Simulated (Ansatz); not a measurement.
CH$_{4}$O$_{3}$S, SMILES `OC(O)(O)S`, relaxed with RKS PBE-D4/def2-SVP in the Gaussian-basis code of Ansatz from a rough embedded geometry. The force threshold is 0.03 eV/Å; the program also tests the step.

Total charge 0; spin multiplicity 1.

Start:

```xyz
9

O    -0.231    1.025    0.901
C     0.026    0.000    0.034
O    -1.194   -0.293   -0.528
O     0.458   -1.113    0.625
S     1.186    0.507   -1.222
H    -1.084    0.901    1.209
H    -1.020   -0.129   -1.531
H    -0.359   -1.557    0.893
H     2.219    0.659   -0.379
```

(1) How much energy does the relaxation release, and in how many steps? (An estimate is asked.)

(2) Which bonds change most? (Best estimate.)

(3) Give the relaxed structure. (Estimate.)

## Answers

(1) The calculation gave: 83.02 kJ/mol, in 16 steps, 3 of them rejected.

(2) Computed: C2–S5 from 1.783 to 1.883 Å; O1–H6 from 0.915 to 0.977 Å; O3–H7 from 1.031 to 0.978 Å; C2–O4 from 1.333 to 1.384 Å.

(3) Ansatz gave: 
```xyz
9

O    -0.367    0.643    1.206
C    -0.099   -0.021    0.023
O    -1.299   -0.090   -0.698
O     0.445   -1.253    0.341
S     1.137    0.863   -1.089
H    -0.878    1.444    0.978
H    -1.094   -0.543   -1.541
H    -0.066   -1.566    1.117
H     2.220    0.524   -0.337
```
